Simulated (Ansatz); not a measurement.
Cost and result for the atomization energy of C$_{3}$H$_{6}$N$_{2}$, SMILES `C=NC(C)=N` (11 atoms, 10 bonds).

Z-matrix (Å, degrees):
```
C
C 1 1.493
H 1 1.088 2 109.5
H 1 1.092 2 110.0 3 121.0
H 1 1.094 2 110.4 3 -121.0
N 2 1.404 1 113.8 3 -176.3
N 2 1.268 1 121.5 3 -0.5
C 6 1.259 2 120.1 1 -112.2
H 7 1.020 2 110.6 1 -178.3
H 8 1.096 6 123.1 2 2.0
H 8 1.089 6 119.3 2 -177.9
```

The species carries charge 0 and has multiplicity 1. Geometry: relaxed with PBE0-D4/def2-TZVP. It is one conformer, not always the lowest. Program: Ansatz. All runs use 4 threads of an Intel Xeon 6975P-C on a shared host. Times are those of one run each, without the atoms' runs, and a repeat can differ threefold. Electronic energies, without spin–orbit coupling; frozen cores. CCSD(T)/CBS adds CCSD(T) − MP2 in def2-TZVPP to the MP2 limit, and its time is that of the two runs behind it. T1 = 0.013. B3LYP takes the VWN-RPA correlation (the form of Gaussian; ORCA's B3LYP/G).

CCSD(T)/CBS is a level of theory with its own doubt, some kJ/mol a heavy atom from the limit and from the frozen cores, so smaller differences don't rank the functionals.

```json
{"level": "PBE-D4/def2-TZVPP (with forces)", "functions": "239", "wall time": "1.2 s"}
{"level": "PBE0-D4/def2-TZVPP", "functions": "239", "wall time": "1.2 s"}
{"level": "r2SCAN-D4/def2-TZVPP (with forces)", "functions": "239", "wall time": "2 s"}
{"level": "B3LYP-D4/def2-TZVPP (with forces)", "functions": "239", "wall time": "2.1 s"}
{"level": "ωB97X-V/def2-TZVPP", "functions": "239", "wall time": "2.9 s"}
{"level": "B2PLYP/def2-TZVPP", "functions": "239", "wall time": "3.2 s"}
{"level": "ωB97M-V/def2-TZVPP (with forces)", "functions": "239", "wall time": "4.6 s"}
{"level": "MP2/def2-QZVPP", "functions": "465", "wall time": "12 s"}
{"level": "CCSD(T)/def2-TZVPP", "functions": "239", "wall time": "32 s"}
{"level": "CCSD(T)/CBS(def2)", "functions": "–", "wall time": "43 s"}
```

**Question.** What atomization energy does each give, and how far from CCSD(T)/CBS? (An estimate is asked.)

**Answer.** Computed: 
```tsv
level	atomization (kJ/mol)	difference from CCSD(T)/CBS	per bond
PBE-D4/def2-TZVPP (with forces)	4615.4	180.8	18.1
PBE0-D4/def2-TZVPP	4487.7	53.1	5.3
r2SCAN-D4/def2-TZVPP (with forces)	4445.9	11.3	1.1
B3LYP-D4/def2-TZVPP (with forces)	4477.6	43.0	4.3
ωB97X-V/def2-TZVPP	4460.7	26.1	2.6
B2PLYP/def2-TZVPP	4417.9	-16.7	-1.7
ωB97M-V/def2-TZVPP (with forces)	4467.4	32.8	3.3
MP2/def2-QZVPP	4462.5	27.9	2.8
CCSD(T)/def2-TZVPP	4309.3	-125.3	-12.5
CCSD(T)/CBS(def2)	4434.6	0.0	0.0
```

The D4 term adds +30.9 kJ/mol with B3LYP and +16.2 kJ/mol with PBE0; it sums over pairs of atoms, weighted by their polarisabilities, and B3LYP, whose exchange is more repulsive, gets the larger term. In def2-TZVPP, CCSD(T) changes the Hartree–Fock value by +1244.3 kJ/mol (the triples alone add +84.6 kJ/mol) and MP2 by +1323.2 kJ/mol; breaking electron pairs costs correlation energy, which Hartree–Fock lacks. From PBE to PBE0 (25 % exact exchange), in def2-TZVPP and without D4, the atomization energy moves by −124.5 kJ/mol: exact exchange takes away binding that semilocal exchange gives to molecules.
